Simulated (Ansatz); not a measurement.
# C4H7NS: the cost of one run

Method: RKS B3LYP/def2-SVP, in Ansatz 0.2.0.

### Step 1. The structure to begin with

Bond lengths: C1–C2 1.215 Å, C2–C3 1.467 Å, C3–C4 1.587 Å, C3–N5 1.421 Å, C3–S6 1.841 Å, C1–H7 1.054 Å, C4–H8 1.103 Å, C4–H9 1.153 Å, C4–H10 1.022 Å, N5–H11 1.004 Å, N5–H12 0.993 Å, S6–H13 1.347 Å. Angles (14 of 18 angles, heavy atoms first): C1–C2–C3 178.0°, C2–C3–C4 108.7°, C2–C3–N5 110.5°, C2–C3–S6 110.6°, C4–C3–N5 112.3°, C4–C3–S6 106.2°, N5–C3–S6 108.5°, C2–C1–H7 174.0°, C3–C4–H8 107.3°, C3–C4–H9 109.5°, C3–C4–H10 115.8°, C3–N5–H11 108.2°, C3–N5–H12 108.8°, C3–S6–H13 94.7°.

Structure file:

```xyz
13

C     0.3789   -0.7570   -2.3899
C     0.1702   -0.2706   -1.2967
C    -0.0578    0.2757    0.0453
C     0.8068   -0.5536    1.0861
N    -1.4428    0.2581    0.3605
S     0.5424    2.0127    0.1482
H     0.5012   -1.0963   -3.3805
H     0.4388   -1.5933    1.0648
H     0.5875   -0.1785    2.1543
H     1.8137   -0.5736    0.9125
H    -1.9200    0.8584   -0.2868
H    -1.7863   -0.6668    0.2439
H    -0.0121    2.2501    1.3531
```

### Step 2. End point A

Contents of input.yaml:

```yaml
crystal:
  periodic: [false, false, false]
  atoms:
    - { symbol: C, position_ang: [0.3789, -0.757, -2.3899] }
    - { symbol: C, position_ang: [0.1702, -0.2706, -1.2967] }
    - { symbol: C, position_ang: [-0.0578, 0.2757, 0.0453] }
    - { symbol: C, position_ang: [0.8068, -0.5536, 1.0861] }
    - { symbol: "N", position_ang: [-1.4428, 0.2581, 0.3605] }
    - { symbol: S, position_ang: [0.5424, 2.0127, 0.1482] }
    - { symbol: H, position_ang: [0.5012, -1.0963, -3.3805] }
    - { symbol: H, position_ang: [0.4388, -1.5933, 1.0648] }
    - { symbol: H, position_ang: [0.5875, -0.1785, 2.1543] }
    - { symbol: H, position_ang: [1.8137, -0.5736, 0.9125] }
    - { symbol: H, position_ang: [-1.92, 0.8584, -0.2868] }
    - { symbol: H, position_ang: [-1.7863, -0.6668, 0.2439] }
    - { symbol: H, position_ang: [-0.0121, 2.2501, 1.3531] }
basis:
  gaussian: { orbitals: def2-SVP }
hamiltonian:
  xc: b3lyp
relax:
  f_tol: 0.015
  max_steps: 40
output:
  orbitals: {}
```

The run is started by

```bash
$ ansatz run input.yaml --threads 2 --pin off --max-ram 3072MiB --backend cpu --events-out ev --progress --plain --runs-dir out
```

What time and memory should one allow on 2 threads of Intel Xeon Platinum 8488C (Sapphire Rapids), shared host?

About 28 s, with a peak of 0.33 GiB.
